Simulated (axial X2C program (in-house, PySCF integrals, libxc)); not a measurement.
# Levels of AlH⁻ by electron attachment to AlH (EOM-EA-CCSD)

Computed with an in-house all-electron X2C program for linear molecules (integrals from PySCF): two-component X2C with atomic mean-field Coulomb and Gaunt terms, Gaussian nuclei, basis Al dyall-av3z, H dyall-av3z with contracted cores.

R = 1.602 Å (0.960 times 1.669 Å, the PBE0 minimum at charge 0 for the lowest determinant).

Levels of AlH⁻ obtained by attaching an electron to AlH:

| Ω | binding energy (eV) | above lowest (cm⁻¹) | attached spinor | one-particle weight |
| --- | --- | --- | --- | --- |
| 1/2 | 0.113 | 0 | 87% Al pπ, 11% H pπ | 0.95 |
| 3/2 | 0.110 | 31 | 87% Al pπ, 11% H pπ | 0.95 |
| 1/2 | -0.609 | 5824 | 83% Al pσ, 12% Al sσ | 1.00 |
| 1/2 | -0.784 | 7238 | 54% Al sσ, 30% H sσ, 13% Al pσ | 0.99 |
| 1/2 | -0.984 | 8855 | 95% Al pπ | 0.98 |
| 3/2 | -0.986 | 8871 | 95% Al pπ | 0.98 |
| 1/2 | -1.859 | 15906 | 46% H sσ, 21% Al dσ, 19% Al sσ | 0.99 |

Negative binding energies belong to unbound states, resonances or levels that the basis set holds; within some tenths of an eV of zero the sign is not settled.

This point took 3.5 s on 1 thread of Intel(R) Xeon(R) Processor @ 2.30GHz (shared host).

Reference electrons by ω block (each with its −ω partner): 1/2: 6, 3/2: 1. 4 electrons of AlH correlated (inner shells frozen), 92 natural virtual spinors (a truncated set); levels can be off by some tenths of an eV. Roots sought by Ω: (1/2: 5, 3/2: 4, 5/2: 2, 7/2: 1); the list ends where they run out and leaves out roots under 60 % one-particle weight. The solver can skip a root, and states that need a further excitation, which the method places far too high, are missing though they may lie low or lowest. T1 of the reference 0.014 (Lee–Taylor). Number of frozen shells: Al 2 s, 1 p; H none.
